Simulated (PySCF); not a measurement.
**Dipole moment and polarisability of 2-methyl-1,3-dithiolane**

Species: 2-methyl-1,3-dithiolane, C4H8S2.
Structure used (GFN2-xTB), in Å, numbered top down from 1:
```
atom  x, y, z in Å
C1     1.9660    0.0400    0.0363
C2     0.8882   -0.3439    1.0297
S3    -0.1355    1.0778    1.5200
C4    -1.2957    0.8561    0.1376
C5    -1.7170   -0.5948    0.1514
S6    -0.2224   -1.6358    0.3270
H7     1.5275    0.4641   -0.8645
H8     2.5396   -0.8414   -0.2427
H9     2.6344    0.7747    0.4810
H10    1.3222   -0.7516    1.9433
H11   -2.1376    1.5254    0.3040
H12   -0.7913    1.1231   -0.7916
H13   -2.2109   -0.8878   -0.7740
H14   -2.3683   -0.8064    1.0004
```

Level: CAM-B3LYP/def2-SVPD (PySCF), static field, nuclei fixed, core orbitals frozen in the response. The polarisability tensor in these axes (au):

```
x   91.96 -0.59  2.62
y   -0.59 88.25  5.82
z    2.62  5.82 75.85
```

Task: Give the principal values, the mean and the anisotropy Δα = √{½[(α1 − α2)² + (α2 − α3)² + (α1 − α3)²]}.

Result: Principal values 73.17, 90.46 and 92.43 au; mean 85.35 au = 12.65 Å³ = 14.07 × 10⁻⁴⁰ C²·m²/J; Δα = 18.35 au (22 % of the mean).

Task: What is the dipole moment, and where does it point?

Result: (-0.50, 0.67, -0.97) D, 1.28 D in size, pointing from the negative to the positive side. Measured along this direction, the outermost atoms are H10 at the negative end and H12 and H11 at the positive end.

Task: Form Σ f/ω² (atomic units) for the 8 lowest TDDFT singlets, given as eV and f, and set it beside the mean polarisability, which is this sum over all singlets: 5.08, 0.0012; 5.17, 0.0016; 6.24, 0.0137; 6.31, 0.0584; 6.43, 0.0027; 6.66, 0.0026; 6.71, 0.0150; 6.81, 0.0158.

Result: They add up to 2.02 au, 2.4 % of the 85.35 au; the largest single term is 1.09 au, from the state at 6.31 eV. Terms in order: 0.04, 0.04, 0.26, 1.09, 0.05, 0.04, 0.25, 0.25 au. Higher excitations give the rest. The strengths listed sum to 0.111.

Task: What would n − 1 = 2πNα be for an ideal gas of these molecules at 273.15 K and 1 atm, electronic part alone?

Result: N = p/kT = 2.6868 × 10¹⁹ cm⁻³, so n − 1 = 2π × N × 12.65 × 10⁻²⁴ cm³ = 2135 × 10⁻⁶ at long wavelengths, for an ideal gas.

Task: What molar refraction does this α imply?

Result: Lorentz–Lorenz: R = (4π/3)N_A α = 2.5225 cm³/(mol·Å³) × 12.65 Å³ = 31.9 cm³/mol, in the limit of long wavelengths.

Task: What are the principal values of the traceless quadrupole moment, Θ = ½Σq(3rr − r²1), about the centre of nuclear charge?

Result: -8.57, -2.30, 10.87 D·Å. The values depend on the origin, since the dipole doesn't vanish. The electronic extent ⟨r²⟩ about the same centre is 807 bohr², a root-mean-square distance of 1.88 Å for the 64 electrons.

Task: Directions of the eigenvectors, and the extent of the frame along each?

Result: Largest value along (0.97, 0.15, 0.21), where the nuclei span 5.19 Å; middle along (-0.21, 0.92, 0.33), 3.35 Å; least along (-0.14, -0.36, 0.92), 3.06 Å. The response follows the extents in order.

Geometry: GFN2-xTB, one conformer, isolated molecule.

These values come from a run that also computed excited states. On an Arm Neoverse V2 with one thread, no GPU, on a shared host, this took 24 s of wall time.
